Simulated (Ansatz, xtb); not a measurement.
**Relaxing a trial structure of FH4NSi**

The starting geometry of this gas-phase singlet has its atoms placed at random.

```xyz
7

F    -1.0858    1.0961   -0.5194
N     1.3591   -1.8165   -0.0796
Si   -0.1287   -0.4922    0.2358
H    -1.4513    0.4192    0.7236
H     0.8075   -1.1837   -0.3865
H     0.4397    0.6679   -0.8051
H    -0.6107   -0.7033    1.4888
```

**Question.** Guess where an optimisation with r2SCAN-D4/def2-SVP ends from this start.

**Answer.** It ends as `N[SiH2]F`. Distances that change by over a tenth: N2–Si3 (2.02 → 1.71 Å), N2–H5 (0.89 → 1.01 Å), Si3–H6 (1.66 → 1.49 Å). Contacts that open: Si3–H4 (1.68 → 2.40 Å), Si3–H5 (1.32 → 2.40 Å). Contacts that close: F1–Si3 (2.00 → 1.63 Å), N2–H4 (3.68 → 1.01 Å).

The energy falls by 14.61 eV over 43 steps:

| step | E − E(last) (eV) |
| --- | --- |
| 1 | 14.608 |
| 6 | 4.708 |
| 10 | 3.845 |
| 15 | 3.722 |
| 20 | 3.690 |
| 24 | 3.640 |
| 29 | 3.422 |
| 34 | 0.911 |
| 38 | 0.121 |
| 43 | 0.000 |

Final geometry (Å):

```xyz
7

F    -1.1440    1.3353    0.1141
N    -0.1267   -1.2406   -0.3647
Si    0.0414    0.2587    0.4392
H    -0.8097   -1.9289   -0.0652
H     0.0791   -1.3377   -1.3538
H     1.3070    0.8901   -0.0145
H    -0.0174    0.0107    1.9025
```

From the same start GFN2-xTB ends elsewhere, in pieces: H3NSi + FH.

From so rough a start the end depends on the optimiser's path, so another program may land elsewhere. The end wasn't checked by frequencies. Run with Ansatz 0.2.0, 51 s on 2 threads of Arm Neoverse V1, on a shared host.
